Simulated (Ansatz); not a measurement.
C4H9FO (`CCOCCF`), relaxed with RKS PBE0-D4/def2-TZVP in Ansatz from a PBE-D4/def2-SVP geometry. The force threshold is 0.005 eV/Å; the program also tests the step.

The species carries charge 0 and has multiplicity 1.

Start:

```xyz
15

C     1.734    1.223   -1.198
C     0.462    0.398   -1.126
O     0.186    0.099    0.229
C    -0.979   -0.669    0.407
C    -1.154   -0.911    1.899
F    -2.302   -1.655    2.114
H     1.975    1.474   -2.250
H     2.588    0.663   -0.767
H     1.620    2.167   -0.630
H    -0.396    0.956   -1.582
H     0.571   -0.547   -1.717
H    -1.886   -0.146    0.009
H    -0.915   -1.652   -0.125
H    -0.273   -1.460    2.302
H    -1.232    0.061    2.435
```

```
step  energy (eV)  largest force (eV/Å)  largest move (Å)
   1   -9052.1400                 0.613             0.000
   2   -9052.1982                 0.186             0.027
   3   -9052.2036                 0.058             0.011
   4   -9052.2037                 0.027             0.002
   5   -9052.2038                 0.003             0.005
```

End:

```xyz
15

C     1.721    1.213   -1.194
C     0.459    0.394   -1.118
O     0.189    0.100    0.232
C    -0.972   -0.661    0.402
C    -1.139   -0.901    1.883
F    -2.281   -1.649    2.093
H     1.953    1.455   -2.234
H     2.563    0.662   -0.772
H     1.608    2.146   -0.639
H    -0.389    0.944   -1.555
H     0.567   -0.541   -1.688
H    -1.855   -0.134    0.010
H    -0.898   -1.624   -0.124
H    -0.285   -1.451    2.285
H    -1.241    0.046    2.419
```

It took 16 s on 8 threads of an Arm Neoverse V1 on a shared host, with 0.69 GiB of host memory at the peak.
